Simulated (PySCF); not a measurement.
Species: 3-chlorothiophene, C4H3ClS.
SMILES: `Clc1ccsc1`

The calculation used PBE0-D3(BJ)/def2-SVP geometry optimisation, gas phase in PySCF.

Masses are those of the commonest isotopes; rigid-rotor values at the optimised geometry. 

(1) What are A, B and C (MHz)?

(2) Classify the top.

(3) What does the inertial defect say?

(4) Give the coordinates in the principal-axis frame, origin at the centre of mass.

(5) Where do the levels up to J = 4 lie, in cm⁻¹?

(6) Predict some low-J microwave lines.

(7) Estimate the classical rotational partition function at 25 K, 100 K and 200 K.

Answers

(1) Ia = 70.74, Ib = 335.85, Ic = 406.59 u·Å²; 505379 MHz·u·Å²/I gives A = 7144, B = 1505, C = 1243 MHz.

(2) A near-prolate asymmetric top. Ray's parameter κ = (2B − A − C)/(A − C) = -0.911; −1 is the prolate and +1 the oblate limit.

(3) Planar: Δ = Ic − Ia − Ib = 0.00 u·Å². For a rigid frame Δ = −2 Σ m c², so it vanishes when all atoms lie in the ab plane; here none is more than 0.01 Å from it.

(4) The sense of each axis is arbitrary; atoms in the order of the calculation.
```tsv
atom	mass (u)	a (Å)	b (Å)	c (Å)
Cl1	34.969	-2.272	0.117	0.000
C2	12.000	-0.557	-0.041	-0.001
C3	12.000	0.103	-1.304	0.000
C4	12.000	1.463	-1.158	0.001
S5	31.972	1.934	0.493	0.000
C6	12.000	0.303	1.026	0.000
H7	1.008	-0.420	-2.260	-0.001
H8	1.008	2.220	-1.942	0.002
H9	1.008	0.050	2.085	0.001
```

(5) Above 0(0,0):
J = 1: 1(0,1) 0.0917, 1(1,1) 0.2798, 1(1,0) 0.2885
J = 2: 2(0,2) 0.2747, 2(1,2) 0.4543, 2(1,1) 0.4805, 2(2,1) 1.0449, 2(2,0) 1.0452
J = 3: 3(0,3) 0.5484, 3(1,3) 0.7160, 3(1,2) 0.7684, 3(2,2) 1.3198, 3(2,1) 1.3213, 3(3,1) 2.2824, 3(3,0) 2.2824
J = 4: 4(0,4) 0.9121, 4(1,4) 1.0646, 4(1,3) 1.1519, 4(2,3) 1.6862, 4(2,2) 1.6906, 4(3,2) 2.6496, 4(3,1) 2.6496, 4(4,1) 3.9964, 4(4,0) 3.9964
Those of J = 1 are B + C, A + C and A + B.

(6) The dipole components are |μa| = 1.12 D, |μb| = 0.42 D, |μc| = 0.00 D; the mirror of this Cs structure is the ab plane, so μc vanishes by symmetry and there are no c-type lines. The squared components, which scale the intensities, stand as 1.00 : 0.14 (a : b). Some lines, for components of 0.1 D or more:

```json
{"type": "a", "branch": "Q", "J(Ka,Kc)": "2(1,1) ← 2(1,2)", "MHz": "785", "lower level (cm⁻¹)": "0.454"}
{"type": "a", "branch": "R", "J(Ka,Kc)": "2(1,1) ← 1(1,0)", "MHz": "5757", "lower level (cm⁻¹)": "0.288"}
{"type": "b", "branch": "Q", "J(Ka,Kc)": "2(1,1) ← 2(0,2)", "MHz": "6172", "lower level (cm⁻¹)": "0.275"}
{"type": "b", "branch": "Q", "J(Ka,Kc)": "3(1,2) ← 3(0,3)", "MHz": "6594", "lower level (cm⁻¹)": "0.548"}
{"type": "a", "branch": "R", "J(Ka,Kc)": "3(1,3) ← 2(1,2)", "MHz": "7845", "lower level (cm⁻¹)": "0.454"}
{"type": "a", "branch": "R", "J(Ka,Kc)": "3(2,2) ← 2(2,1)", "MHz": "8243", "lower level (cm⁻¹)": "1.045"}
{"type": "a", "branch": "R", "J(Ka,Kc)": "3(1,2) ← 2(1,1)", "MHz": "8630", "lower level (cm⁻¹)": "0.481"}
{"type": "b", "branch": "Q", "J(Ka,Kc)": "3(2,1) ← 3(1,2)", "MHz": "16575", "lower level (cm⁻¹)": "0.768"}
{"type": "b", "branch": "Q", "J(Ka,Kc)": "2(2,0) ← 2(1,1)", "MHz": "16927", "lower level (cm⁻¹)": "0.481"}
{"type": "b", "branch": "Q", "J(Ka,Kc)": "2(2,1) ← 2(1,2)", "MHz": "17703", "lower level (cm⁻¹)": "0.454"}
{"type": "b", "branch": "R", "J(Ka,Kc)": "2(2,1) ← 1(1,0)", "MHz": "22675", "lower level (cm⁻¹)": "0.288"}
{"type": "b", "branch": "Q", "J(Ka,Kc)": "3(3,0) ← 3(2,1)", "MHz": "28812", "lower level (cm⁻¹)": "1.321"}
```

(7) Point group Cs, symmetry number σ = 1; q = (√π/σ)·√((kT/h)³/(ABC)), k/h = 20836.6 MHz/K: 5760 at 25 K, 46100 at 100 K, 130000 at 200 K.

Whether it is a minimum is left open (no frequencies). No vibrational averaging or centrifugal distortion is included, and the geometry carries the error of its method. Quadrupole hyperfine structure (35Cl) is left out.
